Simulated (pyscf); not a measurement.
PySCF, gas phase, ωB97X-D3(BJ)/def2-SVP geometries.

### Question
Estimate the classical barrier height and the reaction energy of H₂N–Zr(OH)(F)–F → O=Zr(F)–F + NH₃ at ωB97M-D3(BJ)/def2-TZVP. The step runs on the singlet surface, breaks H–O, N–Zr and forms H–N; take the reactant's lowest minimum found as zero.

### Answer
ΔE‡ = 38.3 kcal/mol, ΔE = +56.8 kcal/mol. Zero-point energy shifts the barrier by -1.1 kcal/mol. It is an elimination, with an imaginary mode of 1663i cm⁻¹. On the product side the descent ends in an adduct with a N–Zr contact, 43.8 kcal/mol under the separated species and 22.4 kcal/mol under the saddle at ωB97X-D3(BJ)/def2-TZVP. At ωB97M-D3(BJ) the saddle lies under the separated products, which points to a path from their complex (located at ωB97X-D3(BJ) alone), and parting the products costs more than the saddle. What is counted as broken (N–Zr) persists as a longer contact in the product adduct; parting that adduct is a step of its own. At the saddle there is also a short H–Zr contact that neither side keeps. One saddle was located; it need not be the lowest between these sides. Elements past Kr carry the def2 core potentials, without spin-orbit coupling.
